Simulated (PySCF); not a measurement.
## Nonlinear optical response: `c1c(F)occ1`, C$_{4}$H$_{3}$FO

Geometry (Å), atoms numbered from 1 in this order:
```xyz
9

F     1.877   -0.541   -1.548
C     0.889   -0.260   -0.738
C     0.641    0.807    0.048
C    -0.606    0.492    0.681
C    -0.986   -0.718    0.218
O    -0.059   -1.192   -0.667
H     1.255    1.684    0.163
H    -1.146    1.103    1.387
H    -1.830   -1.359    0.398
```

Method used: PySCF 2.14.0, quadratic response CAM-B3LYP/def2-TZVPD first hyperpolarisability, Taylor convention, gas phase. Geometry: PBE0-D3(BJ)/def2-TZVP.

(1) Give β for the processes computed.

(2) Which lowest excitations, dipole and polarisabilities go with it?

Results:

(1) In 10⁻³⁰ esu, Taylor convention; the vector part is βᵢ = ⅓ Σⱼ (βᵢⱼⱼ + βⱼᵢⱼ + βⱼⱼᵢ); β∥ is 3/5 of the vector part along the dipole, the dipole points from − to +:
```csv
process,λ (nm),β vector norm,β∥,β HRS,depolarisation ratio
"static β(0;0,0)",∞,1.85,-1.06,0.68,8.36
"second harmonic β(−2ω;ω,ω)",1907,1.92,-1.09,0.71,8.29
"Pockels β(−ω;ω,0)",1907,1.87,-1.07,–,–
"second harmonic β(−2ω;ω,ω)",1064,2.08,-1.18,0.77,8.13
"Pockels β(−ω;ω,0)",1064,1.92,-1.10,–,–
```

(2) S1 6.06 eV (f = 0.000); S2 6.27 eV (f = 0.144); S3 6.55 eV (f = 0.025); dipole 1.73 D; isotropic α 47.9 au static, 48.0 au at 1907 nm, 48.3 au at 1064 nm, 48.4 au at 953.5 nm, 49.8 au at 532 nm.
